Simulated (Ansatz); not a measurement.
`CS(C)=O` + H• → `[CH2]S(C)=O`• + H₂ at 700 K and 1 bar (hydrogen abstraction from a C–H bond).

Isolated molecules relaxed with PBE0-D4/def2-TZVP in Ansatz; ΔE leaves out vibrations. CBS: MP2 limit from def2 TZ/QZ plus the TZ coupled-cluster correction, frozen cores. This one scheme is used for every species, atoms too. Open shells (•) are unrestricted, without spin–orbit coupling.

```
       species  CCSD(T)/CBS energy (Eh)  H − E (kJ/mol)  S (J/(mol·K))
     `CS(C)=O`               -552.63416           274.2          404.6
            H•                 -0.50000            14.6          132.5
`[CH2]S(C)=O`•               -551.95926           236.6          409.3
            H₂                 -1.17544            46.8          155.3
```

H − E and S are ideal-gas, rigid-rotor, harmonic terms from PBE0-D4/def2-TZVP, for one conformer and one mirror image of each species, with the whole ground term of open shells counted as degenerate. The MP2-based limit puts H₂ 0.8 mEh under its directly extrapolated value; such offsets cancel only in part. 1 Eh = 2625.50 kJ/mol, R = 8.31446 J/(mol·K).

**Question.** By hand: ΔE, ΔH, ΔS and ΔG.

**Answer.** ΔE = (-551.95926) + (-1.17544) − (-552.63416) − (-0.50000) = -0.00054 Eh = -1.4 kJ/mol. Δ(H − E) = 236.6 + 46.8 − 274.2 − 14.6 = -5.4, so ΔH = -6.8 kJ/mol. ΔS = 409.3 + 155.3 − 404.6 − 132.5 = 27.5 J/(mol·K). ΔG = -6.8 − 700 × (27.5)/1000 = -26.1 kJ/mol.

**Question.** By hand: the equilibrium constant, and the temperature at which ΔG would vanish if ΔH and ΔS stayed fixed.

**Answer.** log₁₀ K = −ΔG/(RT ln 10) = 1.9. ΔH and −TΔS have one sign here, so there is no such temperature.

TΔS isn't small against ΔH here. A doubt of 5 kJ/mol in ΔE shifts log₁₀ K by 0.4 here. Other conformers and mirror images would add mixing entropy, several J/(mol·K) or more a flexible species. These are equilibria of isolated gas molecules and say nothing of rates. Largest T1 diagnostic: 0.022 (customary marks: 0.02 for closed shells, 0.045 for open ones).
